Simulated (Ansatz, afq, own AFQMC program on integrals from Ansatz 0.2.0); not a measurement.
## NH3, singlet: AFQMC among the cluster methods

```xyz
4

N    -0.9718    0.5707   -0.1798
H    -1.7624   -0.0470   -0.3625
H    -0.9395    1.2080   -0.9754
H    -1.2575    1.1452    0.6129
```

Basis def2-TZVP. Noble-gas cores (and the filled d shells of Ga–Kr and In–Xe) are frozen. AFQMC by an in-house program on the Cholesky factors that Ansatz 0.2.0 writes for its CCSD(T) run. ph-AFQMC/CISD is guided by a CISD state made of CCSD amplitudes; releasing the constraint for a short imaginary time cuts its bias at the price of noise, slowly where states lie close. Free AFQMC starts from the CCSD state and is never constrained. Its projection time is finite, and what remains of the start isn't in its error. Error bars are statistical, one sigma.

Determinant: RHF, the one that the program's search chose, which needn't be the lowest solution. The geometry is a PBE0/def2-SVP stationary point of this or a neighbouring charge and spin state.

No full CI on the walks' own integrals is used here; CCSDT(Q) serves as the reference and is uncertain by about the last step of the cluster series.

Cautions: the released energies move by 1.5 errors or more from one time to the next, so no released level is given (meV from the phaseless value at times in 1/Eh: -2.3 ± 1.7 at 0.24, -3.6 ± 1.4 at 0.50, -1.8 ± 1.5 at 1.00, -6.5 ± 1.8 at 1.50), though the last usable value meets CCSDT(Q) within the noise; the ph-AFQMC/HF walk drifts between its halves (2.4 errors).

The T1 diagnostic is 0.0066, the weight of the determinant in the CISD state is 0.930 and the size of the correlated space is 8 electrons in 48 orbitals.

| level | correlation energy (eV) |
| --- | --- |
| MP2 | -6.1505 |
| CCSD | -6.5200 |
| CCSD(T) | -6.7100 |

Task: Estimate where phaseless AFQMC with a CISD trial lies against CCSD(T) on the same integrals.

Result: 0.9 ± 0.3 kJ/mol below CCSD(T).

Reference: CCSDT(Q), correlation energy -6.725 eV.

```csv
level,E − E(reference) (kJ/mol),share of correlation (%)
CCSD(T),1.4,99.78
CCSDT,0.8,99.88
ph-AFQMC/HF,-3.0 ± 1.7,100.46
ph-AFQMC/CISD,0.5 ± 0.3,99.92
free AFQMC,-0.3 ± 0.5,100.05
```

Free projections are given only where their last times agree within the noise and don't stop above the reference; a slow remainder of the start can still hide under it. A walk keeps the symmetry of its determinant, which the program's search chose and which needn't be the lowest solution, so a lower state of the same spin and another symmetry isn't excluded.
